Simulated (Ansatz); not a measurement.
# CH₂Al (quartet): from Hartree-Fock to the top rungs at distance Al1–C2 = 1.504 Å, 6-31G

Aim: climb from Hartree-Fock through coupled cluster and multireference methods for CH₂Al (quartet) at one geometry and basis, and see what each rung misses.

The runs use Ansatz 0.2.0, Gaussian basis; 6-31G, core rule «outside noble gas», up to 6 orbitals frozen.

Plan: UHF; CCSD(T) on ROHF; CCSD(T) on UHF; BCCD(T) on ROHF; CISD; CCSDT(Q) on ROHF; CCSDT(Q) on UHF; CASSCF and MRCISD+Q, 5 electrons in 5 orbitals; CASSCF and NEVPT2, 5 electrons in 5 orbitals; CASSCF and MRCISD+Q, 9 electrons in 10 orbitals; CASSCF and NEVPT2, 9 electrons in 10 orbitals; Full CI.

18 further runs of the same task are left out: 15 that didn't finish, 3 set aside as unsound or not needed.

**1. The system**

The geometry derives from a PBE0/def2-TZVP stationary point (not a proven minimum). One bond is set to the value named and the two fragments are kept rigid.

4 atoms, charge 0, spin multiplicity 4.

Atoms are counted from 1 here; the program's logs count them from 0.

Bond lengths: Al1–C2 1.504 Å, Al1–H3 1.580 Å, Al1–H4 1.580 Å. Angles: C2–Al1–H3 117.7°, C2–Al1–H4 117.7°, H3–Al1–H4 124.6°.

**2. UHF**

Contents of in.yaml:

```yaml
crystal:
  periodic: [false, false, false]
  atoms:
    - {symbol: Al, position_ang: [0.000000, 0.000000, 0.404370]}
    - {symbol: C, position_ang: [0.000000, 0.000000, -1.099630]}
    - {symbol: H, position_ang: [0.000000, 1.398998, 1.139345]}
    - {symbol: H, position_ang: [0.000000, -1.398998, 1.139345]}
basis:
  gaussian: {orbitals: 6-31G}
magnetization: {spin_polarized: true, initial_magnetization: 3}
hamiltonian: {xc: hf}
output: {orbitals: {seedname: orbitals}}
```

The run is started by

```sh
$ ansatz run in.yaml --threads 1 --pin off --events-out ev --progress --plain --max-ram 2393MiB
```

After this run come: CCSD(T) on ROHF; CCSD(T) on UHF; BCCD(T) on ROHF; CISD; CCSDT(Q) on ROHF; CCSDT(Q) on UHF; CASSCF and MRCISD+Q, 5 electrons in 5 orbitals; CASSCF and NEVPT2, 5 electrons in 5 orbitals; CASSCF and MRCISD+Q, 9 electrons in 10 orbitals; CASSCF and NEVPT2, 9 electrons in 10 orbitals; Full CI.

Before running them: what should the planned runs give, taken together? Wanted: FCI below the RHF energy; RMP2 from FCI; UMP2 from FCI; RCCSD from FCI; RCCSD(T) from FCI; UCCSD(T) from FCI; RCCSDT(Q) from FCI; UCCSDT(Q) from FCI; NEVPT2 pair from FCI.

**Answer**, as computed:

| quantity | value |
| --- | --- |
| FCI below the RHF energy | -2.3567 eV |
| RMP2 from FCI | +15.61 kcal/mol |
| UMP2 from FCI | +15.03 kcal/mol |
| RCCSD from FCI | +1.30 kcal/mol |
| RCCSD(T) from FCI | +0.41 kcal/mol |
| UCCSD(T) from FCI | +0.38 kcal/mol |
| RCCSDT(Q) from FCI | +0.01 kcal/mol |
| UCCSDT(Q) from FCI | -0.03 kcal/mol |
| NEVPT2 pair from FCI | +14.55 kcal/mol |
| NEVPT2 valence from FCI | +5.82 kcal/mol |
| MRCISD+Q valence from FCI | +0.40 kcal/mol |
| levels within 1 kcal/mol (43 meV) | RCCSD(T), UCCSD(T), BCCD(T), RCCSDT, UCCSDT, RCCSDT(Q), UCCSDT(Q), MRCISD valence, MRCISD+Q valence |
| T1 diagnostic | 0.024 |
| effectively unpaired electrons | 3.02 |

What this shows: RCCSD(T) lands +0.41 kcal/mol from the yardstick (0.8 % of the correlation energy). One determinant dominates. Of the multireference levels listed MRCISD+Q valence comes nearest in total energy (+0.40 kcal/mol), which doesn't show that its space is the better one. These misses are within one basis, not against nature; the frozen cores of restricted and unrestricted runs differ, which can shift their rows.
